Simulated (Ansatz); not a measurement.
HSiP, singlet: reading a ladder of total energies

Geometry: a point of a stretch scan, not a stationary point.

```xyz
3

Si    0.0000    0.0000    0.4342
P     0.0000    0.0000    2.3786
H     0.0000    0.0000   -2.8128
```

Basis 6-31G; Ansatz 0.2.0. Correlated methods freeze the noble-gas cores, which leaves 10 electrons in 18 orbitals. Prefix R: restricted or restricted open-shell reference.

Full CI is exact within this basis and frozen core; it isn't the basis-set limit.

Runs differ by some tens of microhartree through their thresholds, so steps under 0.03 kcal/mol mean nothing.

```
     level  total energy (hartree)
       RHF             -629.886590
      RMP2             -630.071157
    RCCSD*             -630.111397
 RCCSD(T)*             -630.131931
   RCCSDT*             -630.128527
RCCSDT(Q)*             -630.131174
  RCCSDTQ*             -630.130303
   full CI             -630.130755
```

Task: What is the correlation energy at full CI, and what share of it do RMP2 and RCCSDTQ recover?

Result: E(corr) = -630.130755 − (-629.886590) = -0.244165 hartree = -6.644 eV. RMP2: -0.184567 / -0.244165 = 75.59 %. RCCSDTQ: -0.243713 / -0.244165 = 99.81 %.

Task: By how many kcal/mol does RCCSD(T) miss full CI (1 hartree = 627.509 kcal/mol), and which steps make up the rest?

Result: -630.131931 − (-630.130755) = -0.001176 hartree = -0.74 kcal/mol. Steps: RCCSDT − RCCSD(T) = 2.14, RCCSDT(Q) − RCCSDT = -1.66, RCCSDTQ − RCCSDT(Q) = 0.55, full CI − RCCSDTQ = -0.28 kcal/mol. That is within 1 kcal/mol of the reference in this basis, which itself misses far more of the correlation at the basis-set limit.

An asterisk marks runs whose energy the program itself flagged as in doubt.
